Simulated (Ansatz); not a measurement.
## Ansatz (development build ahead of 0.2.0) run

```yaml
crystal:
  periodic: [false, false, false]
  atoms:
    - { symbol: C, position_ang: [0.0, 0.0, -0.16525] }
    - { symbol: H, position_ang: [0.0, 0.79294, 0.49576] }
    - { symbol: H, position_ang: [0.0, -0.79294, 0.49576] }
basis:
  gaussian: { orbitals: STO-3G }
hamiltonian:
  xc: hf
```

The input is written out in the form of the current development build from the run's settings.

Results

| Property | Result |
| --- | --- |
| Converged | yes |
| Total energy | -38.35850 hartree |
| Spin squared of the determinant | 0.000 |

Caution: in another basis set an unrestricted determinant lies well below; another spin multiplicity may lie lower.
